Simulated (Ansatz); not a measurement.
# CH4SSi: how energies converge with the basis set

An exercise on one series of results from a longer session: the logs are not shown, and one member is left open.

Method: one geometry, several basis sets; program: Ansatz 0.2.0, Gaussian basis.

Levels to be run: PBE0-D4/def2-SVP; ωB97M-V/def2-SVP; PBE0-D4/def2-QZVPP; ωB97M-V/def2-QZVPP; the functionals' def2-TZVPP values are taken from earlier runs.

1 further run of the same task is left out (it didn't finish).

### The relaxed structure

An earlier PBE0-D4 in a triple-zeta def2 set relaxation fixed the geometry.

SMILES `CS[SiH]`, 7 atoms, charge 0, spin multiplicity 1.

Atoms are counted from 1 here; the program's logs count them from 0.

Bond lengths: C1–S2 1.812 Å, C1–H4 1.090 Å, C1–H5 1.090 Å, C1–H6 1.090 Å, S2–Si3 2.094 Å, Si3–H7 1.525 Å. Angles: S2–C1–H4 108.9°, S2–C1–H5 110.6°, S2–C1–H6 108.9°, H4–C1–H5 109.7°, H4–C1–H6 109.1°, H5–C1–H6 109.7°, C1–S2–Si3 103.9°, S2–Si3–H7 89.2°.

Set-up of the first run:

in.yaml

```yaml
crystal:
  periodic: [false, false, false]
  atoms:
    - {symbol: C, position_ang: [-0.838765, 0.607660, -0.359223]}
    - {symbol: S, position_ang: [-0.158737, -0.792577, 0.569081]}
    - {symbol: Si, position_ang: [1.906295, -0.649977, 0.254126]}
    - {symbol: H, position_ang: [-1.381047, 1.256930, 0.327781]}
    - {symbol: H, position_ang: [-0.040297, 1.170978, -0.843238]}
    - {symbol: H, position_ang: [-1.529521, 0.229771, -1.112643]}
    - {symbol: H, position_ang: [2.103272, -1.890684, 1.118416]}
basis:
  gaussian: {orbitals: def2-SVP}
hamiltonian: {xc: pbe0, dispersion: d4}
output: {orbitals: {seedname: orbitals}}
```

On the command line:

```bash
$ ansatz run in.yaml --threads 4 --pin off --events-out ev --progress --plain --max-ram 10444MiB
```

Among the steps run: PBE0-D4 in def2-SVP; ωB97M-V in def2-SVP; PBE0-D4 in def2-QZVPP; ωB97M-V in def2-QZVPP.

One table of the session follows, with a row left open; its other results are not shown here.

It belongs to the step «Functionals by basis». 

```
functional       basis  HOMO (eV)  LUMO (eV)
   PBE0-D4    def2-SVP      -6.65      -2.21
   PBE0-D4  def2-TZVPP      -6.68      -2.26
   PBE0-D4  def2-QZVPP      -6.70      -2.29
   ωB97M-V    def2-SVP          ?          ?
   ωB97M-V  def2-TZVPP      -8.72      -0.30
   ωB97M-V  def2-QZVPP      -8.75      -0.39
```

**Question.** Estimate the row for ωB97M-V, def2-SVP.

**Answer.** HOMO (eV): -8.66; LUMO (eV): -0.16. In the column «HOMO (eV)» it lies between ωB97M-V, def2-TZVPP (-8.72) and PBE0-D4, def2-QZVPP (-6.70).
